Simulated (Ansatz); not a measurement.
A made-up structure of C2H4B, doublet:

| atom | x (Å) | y (Å) | z (Å) |
| --- | --- | --- | --- |
| B1 | 0.3977 | 0.1962 | 0.1662 |
| C2 | -1.0190 | 0.3445 | -0.4204 |
| C3 | 0.9206 | -0.9915 | 0.3760 |
| H4 | -1.4344 | 1.3053 | -0.5878 |
| H5 | -1.5785 | -0.5241 | -0.6569 |
| H6 | 1.0269 | 1.1213 | 0.4322 |
| H7 | 1.8403 | -1.4220 | 0.7546 |

It is relaxed with PBE-D4/def2-SVP and then PBE0-D4/def2-TZVP (Ansatz 0.2.0). Atoms count as bonded within 1.22 times the sum of their covalent radii (H–H: 0.88 Å). The end point is not checked to be a true minimum.

(1) Does its bonding change? (A judgement: the text doesn't fix the answer.)

Answers

(1) By the calculation: No: no bond forms or breaks.

Where it ends: The first stage lowers the energy by 0.87 eV in 5 steps. It ends as C₂H₄B ([CH][BH][CH2]):
B1  (0.392, 0.295, 0.164)
C2  (-0.994, 0.360, -0.410)
C3  (0.975, -1.051, 0.398)
H4  (-1.520, 1.287, -0.623)
H5  (-1.560, -0.537, -0.649)
H6  (1.025, 1.284, 0.432)
H7  (1.835, -1.607, 0.752)
(Å)

Labels in which every atom is bracketed show which atoms are joined, not bond orders.

For scale, one of the runs: PBE0-D4/def2-TZVP relaxation, 117 basis functions, launched by `ansatz run in.yaml --threads 2 --pin off --events-out ev --progress --plain --max-ram 4352MiB`. Hardware: 2 CPU threads of an Arm Neoverse V1, shared host. Wall time about 29 s.
